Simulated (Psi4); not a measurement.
**C2H4Si (ethynylsilane) at HF/6-311+G(d,p)**

What is the vertical ionisation energy of C2H4Si (ethynylsilane) at HF/6-311+G**? The job is set up through a Python script.

The results are computed with Psi4 1.11.

### Step 1. Starting point

C2H4Si has 7 atoms, charge 0, and is taken as a singlet. SMILES: `C#C[SiH3]`. The shape is that of a PBE0-D4/def2-TZVP optimisation.

Bond lengths: C1–C2 1.206 Å, C2–Si3 1.823 Å, C1–H4 1.066 Å, Si3–H5 1.483 Å, Si3–H6 1.483 Å, Si3–H7 1.483 Å. Angles: C1–C2–Si3 180.0°, C2–C1–H4 180.0°, C2–Si3–H5 109.3°, C2–Si3–H6 109.3°, C2–Si3–H7 109.3°, H5–Si3–H6 109.6°, H5–Si3–H7 109.6°, H6–Si3–H7 109.6°.

### Step 2. The energy at HF/6-311+G(d,p)

job.py

```python
import psi4

psi4.set_memory(1600000000)
psi4.set_num_threads(1)
psi4.core.set_output_file('output.dat', False)

molecule = psi4.geometry("""
C     -1.09736396    -3.53643347     0.32541084
C     -0.41290516    -1.37288603     0.11791891
Si     0.62323168     1.89785195    -0.19615357
H     -1.70264324    -5.44902528     0.50890325
H     -0.17857912     2.88806844    -2.69285973
H     -0.53233585     3.43571107     1.84229400
H      3.41643586     2.00858990     0.00831479
units au
symmetry c1
no_reorient
no_com
""")

psi4.set_options({
    'basis': '6-311+G**',
    'puream': True,
    'e_convergence': 1e-09,
    'd_convergence': 1e-08,
    'scf_type': 'pk',
})

e, wfn = psi4.energy('hf', molecule=molecule, return_wfn=True)
psi4.oeprop(wfn, 'MULLIKEN_CHARGES', 'QUADRUPOLE', 'LOWDIN_CHARGES', title='HF')
print(f'hf energy: {e:.10f} Eh')
```

The run is started by

```bash
$ python job.py
```

output.dat:

```text
[...]
  Running in c1 symmetry.
[...]
  Nuclear repulsion =   83.047890723121355
[...]
  Multiplicity = 1
[...]
  Nalpha       = 15
  Nbeta        = 15
[...]
    Number of basis functions: 98
[...]
   @RHF iter   1:  -366.87691677961044   -9.65018e-01   3.71744e-03 ADIIS/DIIS
[...]
   @RHF iter  10:  -366.96076446847758   -2.04636e-11   4.70018e-09 DIIS
[...]
    Orbital Energies [Eh]
    ---------------------
    Doubly Occupied:
       1A    -68.795126     2A    -11.247274     3A    -11.224825
       4A     -6.141122     5A     -4.248674     6A     -4.247993
       7A     -4.247992     8A     -1.031970     9A     -0.783908
      10A     -0.716044    11A     -0.559952    12A     -0.500848
      13A     -0.500826    14A     -0.405054    15A     -0.405051
[...]
  @RHF Final Energy:  -366.96076446847758
   => Energetics <=
    Nuclear Repulsion Energy =             83.0478907231213554
    One-Electron Energy =                -669.9039893551090472
    Two-Electron Energy =                 219.8953341635101140
    Total Energy =                       -366.9607644684775778
[...]
 Multipole Moments:
 ------------------------------------------------------------------------------------
     Multipole            Electronic (a.u.)      Nuclear  (a.u.)        Total (a.u.)
 ------------------------------------------------------------------------------------
 L = 1.  Multiply by 2.5417464519 to convert [e a0] to [Debye]
 Dipole X            :         -0.7163272            0.6665064           -0.0498207
 Dipole Y            :         -0.1554635           -0.0026456           -0.1581091
 Dipole Z            :          0.4347546           -0.4195192            0.0152354
 Magnitude           :                                                    0.1664714
 L = 2.  Multiply by 1.3450342976 to convert [e a0^2] to [Debye ang]
 Quadrupole XX       :        -49.3333055           28.5723381          -20.7609674
 Quadrupole XY       :        -55.3766416           57.0402423            1.6636007
[...]
  Mulliken Charges: (a.u.)
   Center  Symbol    Alpha    Beta     Spin     Total
       1     C     3.07648  3.07648  0.00000 -0.15297
       2     C     3.15087  3.15087  0.00000 -0.30175
       3    SI     6.59413  6.59413  0.00000  0.81175
       4     H     0.41452  0.41452  0.00000  0.17095
       5     H     0.58800  0.58800  0.00000 -0.17600
       6     H     0.58800  0.58800  0.00000 -0.17600
       7     H     0.58799  0.58799  0.00000 -0.17599
   Total alpha = 15.00000, Total beta = 15.00000, Total charge =  0.00000
  Lowdin Charges: (a.u.)
[...]
```

The script printed:

```text
hf energy: -366.9607644685 Eh
```

It took 2.8 s on 1 thread of Intel Xeon 6975P-C (Granite Rapids), shared host; peak memory 0.36 GiB.

### Step 3. The doublet cation, same level

job.py

```python
import psi4

psi4.set_memory(1600000000)
psi4.set_num_threads(1)
psi4.set_output_file('output.dat', False)

mol = psi4.geometry("""
1 2
C     -0.580700    -1.871400     0.172200
C     -0.218500    -0.726500     0.062400
Si     0.329800     1.004300    -0.103800
H     -0.901000    -2.883500     0.269300
H     -0.094500     1.528300    -1.425000
H     -0.281700     1.818100     0.974900
H      1.807900     1.062900     0.004400
units angstrom
symmetry c1
""")

psi4.set_options({
    'basis': '6-311+G**',
    'reference': 'uhf',
    'puream': True,
    'e_convergence': 1e-09,
    'd_convergence': 1e-08,
    'scf_type': 'pk',
    'maxiter': 200,
})

e, wfn = psi4.energy('scf', return_wfn=True)
psi4.oeprop(wfn, 'LOWDIN_CHARGES', 'MULLIKEN_CHARGES', 'MAYER_INDICES')
print(f'total energy {e:.8f} hartree = {e * 27.211386:.5f} eV')
```

The run is started by

```bash
$ python job.py
```

output.dat:

```text
[...]
  Running in c1 symmetry.
[...]
  Nuclear repulsion =   83.047890735857266
[...]
  Multiplicity = 2
[...]
  Nalpha       = 15
  Nbeta        = 14
[...]
    Number of basis functions: 98
[...]
   @UHF iter   1:  -366.46655758047922   -5.54663e-01   3.40642e-03 ADIIS/DIIS
[...]
   @UHF iter  21:  -366.61131358613136   -2.04636e-12   5.30086e-09 DIIS
[...]
   @S^2 Observed:                7.554518969E-01
[...]
    Orbital Energies [Eh]
    ---------------------
    Alpha Occupied:
       1A    -68.992916     2A    -11.592786     3A    -11.572854
       4A     -6.340862     5A     -4.448715     6A     -4.447007
       7A     -4.446877     8A     -1.404893     9A     -1.062164
      10A     -0.987640    11A     -0.800839    12A     -0.797226
      13A     -0.753010    14A     -0.674775    15A     -0.665112
    Alpha Virtual:
      16A     -0.149580    17A     -0.124788    18A     -0.097101
      19A     -0.067341    20A     -0.056818    21A     -0.053008
      22A     -0.051694    23A     -0.014873    24A     -0.011041
      25A     -0.006988    26A      0.020323    27A      0.022251
[...]
  @UHF Final Energy:  -366.61131358613136
   => Energetics <=
    Nuclear Repulsion Energy =             83.0478907358572656
    One-Electron Energy =                -662.3037755796378860
    Two-Electron Energy =                 212.6445712576493179
    Total Energy =                       -366.6113135861313594
  UHF NO Occupations:
  HONO-2 :   13  A 1.9992836
  HONO-1 :   14  A 1.9989535
[...]
 Multipole Moments:
 ------------------------------------------------------------------------------------
     Multipole            Electronic (a.u.)      Nuclear  (a.u.)        Total (a.u.)
 ------------------------------------------------------------------------------------
 L = 1.  Multiply by 2.5417464519 to convert [e a0] to [Debye]
 Dipole X            :         -1.0410494            0.4931733           -0.5478760
 Dipole Y            :         -3.2557494            1.5559807           -1.6997687
 Dipole Z            :          0.2850033           -0.1496803            0.1353230
 Magnitude           :                                                    1.7910037
[...]
  Mulliken Charges: (a.u.)
   Center  Symbol    Alpha    Beta     Spin     Total
       1     C     3.23963  2.62497  0.61466  0.13540
       2     C     3.15684  2.73639  0.42044  0.10677
       3    SI     6.61991  6.66796 -0.04805  0.71213
       4     H     0.34389  0.37913 -0.03524  0.27698
       5     H     0.55346  0.51923  0.03422 -0.07269
       6     H     0.54258  0.53705  0.00553 -0.07964
       7     H     0.54369  0.53525  0.00844 -0.07894
   Total alpha = 15.00000, Total beta = 14.00000, Total charge =  1.00000
  Lowdin Charges: (a.u.)
[...]
```

On the terminal:

```text
total energy -366.61131359 hartree = -9976.00197 eV
```

Wall time 4.8 s (1 thread of Intel Xeon 6975P-C (Granite Rapids), shared host); peak memory 0.36 GiB.

### Step 4. What came out

At HF/6-311+G**:

| quantity | value |
| --- | --- |
| singlet C2H4Si: total energy | -366.96076 Eh |
| singlet C2H4Si: dipole moment | 0.42 D |
| singlet C2H4Si: HOMO energy | -11.02 eV |
| singlet C2H4Si: LUMO energy | 1.40 eV |
| singlet C2H4Si: HOMO–LUMO gap | 12.42 eV |
| doublet cation: total energy | -366.61131 Eh |
| doublet cation: HOMO energy (highest over α and β) | -17.94 eV |
| doublet cation: LUMO energy (lowest over α and β) | -8.14 eV |
| doublet cation: ⟨S²⟩ | 0.755 |
| vertical ionisation energy (to the doublet cation) | 9.509 eV |

The vertical ionisation energy comes to 9.51 eV (219 kcal/mol). The negative HOMO energy of the first species, 11.02 eV, lies 1.51 eV above that difference. Mulliken charges (singlet C2H4Si) run from -0.30 on C2 to +0.81 on Si3; in a basis this large or diffuse they mean little.
